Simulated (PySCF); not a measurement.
**How far each method lies from RCCSDT for GaCl₂, doublet**

Geometry: a PBE0/def2-TZVP stationary point for this spin, not checked as a minimum.

```xyz
3

Cl    0.0000   -0.5429    1.8617
Ga    0.0000    0.5521    0.0000
Cl    0.0000   -0.5429   -1.8617
```

Basis cc-pVDZ; PySCF 2.14.0. Correlated methods freeze the noble-gas cores and the filled d shells of p-block atoms, which leaves 17 electrons in 39 orbitals. Prefix R: restricted or restricted open-shell reference. No spin–orbit coupling is included, and no scalar relativity.

Full CI isn't at hand for all of this; RCCSDT serves as the reference. It lacks quadruple excitations, which often exceed the step from CCSD(T) to CCSDT.

The UHF ⟨S²⟩ is 0.757 and the T1 diagnostic (ROHF- or RHF-based CCSD) is 0.0180. The largest doubles amplitude (ROHF- or RHF-based CCSD) is 0.027.

Task: From what is known of these methods and the diagnostics, rank them by the size of their error in total energy against RCCSDT in cc-pVDZ, smallest first (an estimate: the text doesn't fix the numbers).
A. RMP2
B. RCCSD
C. RHF
D. RCCSD(T)

Result: D (2.1 kJ/mol), B (22.3 kJ/mol), A (93.0 kJ/mol), C (899.3 kJ/mol).

All errors are against RCCSDT in cc-pVDZ. Within each family the higher level lies nearer, as is usual though not guaranteed.

Atomization energy (electronic, same basis, no zero-point term; atoms at the same level, unrestricted beside the R rows where the molecule is a closed shell; the atoms' step beyond CCSDT comes from their full CI) at RCCSDT: 602.5 kJ/mol. Errors of other levels:

| level | error (kJ/mol) |
| --- | --- |
| RHF | -83.2 |
| RMP2 | 39.4 |
| RCCSD | -12.6 |
| RCCSD(T) | -0.4 |

This basis is far from its limit, so the value isn't to be set against a measured one.
